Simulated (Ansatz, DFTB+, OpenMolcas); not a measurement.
**Strength of the C–C bond: C2H2 → 2 CH**

Species: C2H2 (acetylene) `C#C`, singlet; CH, doublet. 

Shapes, held fixed at every level: PBE0-D4/def2-TZVP. Programs: Ansatz 0.2.0, DFTB+ 25.1, OpenMolcas 26.06. A level may come from different programs for different species; with the same settings they agree closely. The zero-point and thermal change to 298 K, harmonic and unscaled (PBE0-D4/def2-TZVP, UPBE0-D4/def2-TZVP), is -29.3 kJ/mol.

```tsv
level	kind	ΔH(298 K) (kJ/mol)	less CCSD(T)/def2-TZVPPD
MP2/def2-TZVPPD	perturbation theory	+1031.1	+96.4
DFTB1	semi-empirical	+1067.5	+132.8
r2SCAN/def2-TZVPPD	meta-GGA	+960.6	+25.9
PBE0/def2-TZVPPD	global hybrid	+966.3	+31.6
r2SCAN0/def2-TZVPPD	global hybrid	+936.4	+1.7
wB97M-V/def2-TZVPPD	range-separated hybrid	+956.6	+21.9
RPA@PBE/def2-TZVPPD	RPA	+873.7	-61.0
CCSD(T)/def2-TZVPPD	coupled cluster or CI	+934.7	0.0
```

The highest level, CCSD(T)/def2-TZVPPD, gives ΔH(298 K) = +934.7 kJ/mol; the levels span +873.7 to +1067.5. DFTB1 strays far from the other rows. The column of differences is taken from that level and isn't an error. No measured value is set beside it here. T1 is large for CH (0.109), so single-reference values are less sure there. Spin contamination: CH (⟨S²⟩ up to 1.10). Open shells run unrestricted.
